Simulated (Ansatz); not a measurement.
A nudged elastic band was laid between two geometries of H7PSi2 (10 atoms, charge 0, multiplicity 1).

Method: RKS B3LYP-D4/def2-SVPD (Ansatz).

| Item | Value |
| --- | --- |
| movable images | 5 |
| climbing image | yes |
| spring | 5.0 eV/Å² |
| optimiser | quadratic models (default) |
| start path | through a guess of the saddle point |
| force threshold | 0.05 eV/Å |
| iteration limit | 60 |
| end points | relaxed |

Initial state:

```xyz
10
Properties=species:S:1:pos:R:3
Si -1.231 0.692 -0.674
Si 0.251 -1.043 -0.113
P 1.950 -0.357 1.255
H -2.332 0.224 -1.568
H -0.480 1.779 -1.368
H -1.832 1.252 0.572
H 0.878 -1.616 -1.341
H -0.468 -2.142 0.596
H 1.094 0.349 2.156
H 2.253 0.810 0.487
```

Final state:

```xyz
10
Properties=species:S:1:pos:R:3
Si -1.368 0.729 -0.800
Si 0.138 -0.855 0.069
P 1.459 0.185 1.618
H -2.266 0.107 -1.816
H -0.613 1.842 -1.446
H -2.201 1.295 0.300
H 0.922 -1.483 -1.036
H -0.611 -1.932 0.779
H 2.425 -0.867 1.687
H 2.199 0.926 0.647
```

Task: What changes between the two ends?

Result: No bond is made or broken. The height of P3 over the plane of its neighbours goes from -0.86 to 0.86 Å.

Task: Give the energies along the band, and the barrier.

Result: The forces met the threshold. The highest image is number 2 of 0 to 6, 1.10 eV above the first end and 1.09 eV above the last; the last end lies 0.02 eV above the first. A vibrational analysis at the climbing image gives 2 clearly imaginary modes (742i, 171i cm⁻¹): a point of higher order, so a lower path passes nearby.

| image | path coordinate (Å) | energy (eV) | height of P3 over the plane of its neighbours (Å) |
| --- | --- | --- | --- |
| 0 | 0.00 | 0.00 | -0.86 |
| 1 | 0.78 | 0.08 | -0.75 |
| 2 | 1.56 | 1.10 | 0.02 |
| 3 | 2.17 | 0.23 | 0.68 |
| 4 | 2.79 | 0.07 | 0.85 |
| 5 | 3.41 | 0.03 | 0.85 |
| 6 | 4.03 | 0.02 | 0.86 |

Task: What is the geometry of the highest image?

Result: 
```xyz
10
Properties=species:S:1:pos:R:3
Si -1.423 0.694 -0.814
Si 0.162 -0.908 -0.132
P 1.707 -0.025 1.176
H -2.461 0.108 -1.716
H -0.724 1.795 -1.537
H -2.095 1.257 0.392
H 0.870 -1.495 -1.306
H -0.482 -1.989 0.667
H 1.637 -0.038 2.572
H 2.891 0.549 0.702
```

The band took 20 iterations and about 7 core-minutes.

Run time: 3.5 min on 2 threads of Intel(R) Xeon(R) 6975P-C (Granite Rapids), on a shared host, peak memory 0.33 GiB.
